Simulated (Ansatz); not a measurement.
Results of PBEsol (plane waves, PAW; Ansatz, a program for electronic structure) for hcp Zr.

Run with plane-wave cutoff 520 eV, 18×18×8 k mesh (along the axes of the cell as run), Fermi–Dirac smearing 0.1 eV, perturbation theory, scalar-relativistic PAW data made under PBE.

The cell has the measured lattice parameters. Conventional cell: a = 3.2322 Å, b = 3.2322 Å, c = 5.1479 Å, α = 90.00°, β = 90.00°, γ = 120.00°.

Zr is taken in the hexagonal space group P6₃/mmc (No. 194), the hcp (Mg type) structure, Pearson symbol hP2. Conventional cell: a = b = 3.2322 Å, c = 5.1479 Å, α = β = 90.00°, γ = 120.00°. Zr on 2c is coordinated by 12 Zr at 3.179–3.232 Å (anticuboctahedral). (Neighbours: up to the widest gap in distance over summed covalent radii, below 1.35, at either atom.)

Harmonic phonon frequencies (cm⁻¹; i marks an imaginary mode):

```json
[
 {"q point": "Γ", "frequencies": "0 0 0 68 68 149"},
 {"q point": "M", "frequencies": "67 75 146 153 161 167"},
 {"q point": "K", "frequencies": "…"},
 {"q point": "A", "frequencies": "48 48 48 48 131 131"},
 {"q point": "L", "frequencies": "113 113 119 119 175 175"},
 {"q point": "H", "frequencies": "61 61 164 164 172 172"}
]
```

Question: What belongs in the gaps?

Answer: 
- K, frequencies: 120 120 132 132 139 193

No imaginary mode appears at these points.

Note: the cell isn't this level's own, so it is under some stress, which shifts stiffness and frequencies.
